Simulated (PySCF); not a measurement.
# Frontier orbitals and the lowest excitations

Compound: PF3.
Structure used (PBE0-D3(BJ)/def2-SVP), in Å, numbered top down from 1:
```xyz
4
PF3 angstrom
F     -0.8266   -1.0649   -0.3780
P      0.0177   -0.1071    0.5791
F      1.3789   -0.1382   -0.2532
F     -0.5321    1.2822    0.0171
```

Computed, not measured: PySCF, TDDFT CAM-B3LYP/def2-SVPD, vertical, gas phase, core orbitals frozen in the response.

Frontier orbitals with the atoms that hold most of them (Löwdin shares over 4%, at most four atoms; ? is withheld):

| orbital | ε (eV) | atoms |
| --- | --- | --- |
| LUMO+2 | 1.96 | P2 58%, F1 14%, F3 14%, F4 14% |
| LUMO+1 | 0.51 | P2 54%, F4 16%, F1 16%, F3 14% |
| LUMO | 0.50 | P2 54%, F3 17%, F1 14%, F4 14% |
| HOMO | -11.04 | ? |
| HOMO-1 | -14.17 | F3 34%, F4 33%, F1 33% |
| HOMO-2 | -14.53 | F3 53%, F4 29%, F1 15% |
| HOMO-3 | -14.53 | F1 50%, F4 36%, F3 11% |

(1) Give the leading atoms of the HOMO.

## Answers

(1) P2 (bonded to 3 F) 54%; F4 (bonded to P) 15%; F1 (bonded to P) 15%; F3 (bonded to P) 15%. By element: phosphorus 54%, fluorine 46%.

Within 0.005 eV of a neighbour in this list lie HOMO-3/HOMO-2 (point group found: C3v); within a degenerate set the shares of single atoms can hang on how the components are chosen.

Task: How does S1 compare with the orbital gap of 11.54 eV?

Result: S1 is at 8.09 eV (f = 0.182), 3.45 eV below the gap, made of HOMO→LUMO/LUMO+1 (97%). S1/S2 lie within about 0.01 eV of each other. Without the coupling terms of the response equations the lowest excitation would equal the gap.

Next come S2 at 8.10 eV (f 0.182), HOMO→LUMO/LUMO+1 (≥97%); S3 at 10.01 eV (f 0.031), HOMO→LUMO+2 (82%), HOMO→LUMO+3 (16%); S4 at 10.16 eV (f 0.238), HOMO→LUMO+3 (76%), HOMO→LUMO+2 (15%); S5 at 10.67 eV (f 0.039), HOMO-1→LUMO/LUMO+1 (≥93%).

Orbitals of the list HOMO-3 to LUMO+2 that lie within 0.01 eV of each other are written together with a slash and their weights summed (≥ marks a lower bound); for degenerate orbitals outside that list single weights are arbitrary.

Löwdin shares depend on the basis, the more so with diffuse functions.

Hardware: Arm Neoverse V1, one thread, shared host with 32 logical CPUs at a one-minute load of 17. Cost: 7.9 s wall, 0.41 GiB resident at most.
